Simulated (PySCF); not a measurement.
Atoms are numbered as in `[CH:1]#[C:2]/[CH:3]=[CH:4]/[CH+:5][CH3:6]`. Hydrogens are named by the atom that carries them.

Geometry: GFN2-xTB; GIAO shifts from PySCF 2.14, gas phase, non-relativistic, averaged over equivalent atoms.

At B3LYP/STO-3G (37 basis functions, 3.7 s wall time on 1 thread of an Intel Xeon Platinum 8259CL, shared host):
```
atoms  δ (ppm)
   C5    179.8
   C1    166.0
   C3    148.9
   C4    124.3
   C2     80.3
   C6     34.8
H(C1)    10.83
H(C5)    10.23
H(C3)     9.31
H(C4)     8.67
H(C6)     3.94
```

Chemical shifts δ = σref − σ; 13C (σ = 233.63 ppm), 1H (σ = 33.13 ppm) against TMS, all at this level.

**Question.** What do these become at revPBE/IGLO-II?

**Answer.** 
```
atoms  δ at revPBE/IGLO-II  change
   C5                225.0   +45.2
   C1                194.6   +28.6
   C3                182.3   +33.4
   C4                152.9   +28.6
   C2                112.3   +32.0
   C6                 39.9    +5.1
H(C1)                 9.46   -1.37
H(C5)                 9.47   -0.76
H(C3)                 8.27   -1.04
H(C4)                 8.12   -0.55
H(C6)                 3.70   -0.24
```

δ = σ(ref) − σ, references computed at the same level: TMS for 13C (σref 185.04), 1H (σref 32.16).

The largest change is at C5 (carbocation centre). Cost: 174 basis functions, 37 s wall time on 1 thread of an Intel Xeon Platinum 8259CL, shared host. The order of the carbon signals is the same at both levels.
